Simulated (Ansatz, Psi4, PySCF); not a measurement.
Gas-phase reaction in SMILES: c1cscc1[SiH3] [thiophen-3-ylsilane] + 8 [H][H] (H2) -> 4 C (CH4) + S (H2S) + [SiH4] (SiH4)

Quantity: energy of full hydrogenation (enthalpy at 298 K), in kcal/mol. Set-up: six Cartesian d functions in 6-31G* and its kin unless marked 5d; dispersion terms only where a functional's name holds one; 6-311+G** with 5d, 6d on Na to Ar in Ansatz (a quantum-chemistry and plane-wave program); spin-orbit terms left out; LANL2DZ with its own core potentials from Na on; frozen cores in correlated levels; non-relativistic. Ab initio and DFT rows: single points at B3LYP-D3(BJ) geometries (Ansatz), with unscaled harmonic terms from B3LYP/6-31G* (Ansatz) at its own minima. The Hartree-Fock reference of [SiH3]c1ccsc1 is unstable towards a lower, spin-broken solution.

```
level                        program  energy of full hydrogenation (enthalpy at 298 K) (kcal/mol)
--------------------  --------------  -----------------------------------------------------------
B3LYP/3-21G                   Ansatz                                                       -126.7
B3LYP/LANL2DZ                 Ansatz                                                       -133.3
B3LYP/6-31G*                  Ansatz                                                       -116.1
B3LYP/6-311+G**               Ansatz                                                       -117.6
wB97X-D/6-311+G**               Psi4                                                       -120.3
MP2/3-21G                     Ansatz                                                        -94.4
B3PW91/6-31G* (5d)             PySCF                                                       -116.5
r2SCAN-D4/def2-TZVPD  Ansatz + dftd4                                                       -102.0
wB97M-V/def2-TZVPD            Ansatz                                                       -108.2
wB97X-V/def2-TZVPD            Ansatz                                                       -112.2
```

No value to compare with is used here. The 7 habitual levels span -133.3 (B3LYP/LANL2DZ) to -94.4 kcal/mol (MP2/3-21G); wB97M-V/def2-TZVPD gives -108.2.

The levels are drawn from those run, B3LYP/6-31G* more often than the rest, none by its result; left out are runs that failed, that the program found above a lower state of the same kind, or whose <S^2> lies over 0.5 above the pure value.
